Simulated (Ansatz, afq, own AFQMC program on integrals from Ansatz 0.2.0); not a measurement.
AlNH⁺, triplet: AFQMC among the cluster methods

```xyz
3

Al    0.0000    0.0327    0.6365
N     0.0000   -0.1067   -1.0953
H     0.0000    0.6075   -1.8184
```

Connectivity, by distances: Al–NH.

Basis cc-pVDZ. Noble-gas cores (and the filled d shells of Ga–Kr and In–Xe) are frozen. AFQMC by an in-house program on the Cholesky factors that Ansatz 0.2.0 writes for its CCSD(T) run. ph-AFQMC/CISD is guided by a CISD state made of CCSD amplitudes; releasing the constraint for a short imaginary time cuts its bias at the price of noise, slowly where states lie close. Error bars are statistical, one sigma.

Determinant: UHF, the one that the program's search chose, which needn't be the lowest solution. The geometry is a PBE0/def2-TZVP stationary point of this or a neighbouring charge and spin state.

No full CI on the walks' own integrals is used here; CCSDTQ serves as the reference and is uncertain by about the last step of the cluster series.

Cautions: the released energies are still falling, so no released level is given (meV from the phaseless value at times in 1/Eh: -2.1 ± 2.2 at 0.24, -7.1 ± 1.6 at 0.51, -9.9 ± 1.9 at 0.99, -14 ± 3 at 1.62, -24 ± 3 at 2.40); the ph-AFQMC/CISD walk drifts between its halves (2.5 errors).

- T1 diagnostic: 0.0298
- weight of the determinant in the CISD state: 0.909
- ⟨S²⟩ of the determinant: 2.042
- size of the correlated space: 8 electrons in 31 orbitals

Reference: CCSDTQ, correlation energy -4.980 eV.

| level | E − E(reference) (meV) | share of correlation (%) |
| --- | --- | --- |
| HF | 4980.1 | 0.00 |
| MP2 | 754.6 | 84.85 |
| CCSD | 179.9 | 96.39 |
| CCSD(T) | 38.8 | 99.22 |
| CCSDT | 12.9 | 99.74 |
| CCSDT(Q) | -1.9 | 100.04 |
| ph-AFQMC/CISD | 16.3 ± 2.4 | 99.67 |

CCSDT and higher add their correlation energy to the determinant of the CCSD(T) run, since their own runs factorise the integrals more tightly (a shift of under 2 meV). A walk keeps the symmetry of its determinant, which the program's search chose and which needn't be the lowest solution, so a lower state of the same spin and another symmetry isn't excluded.
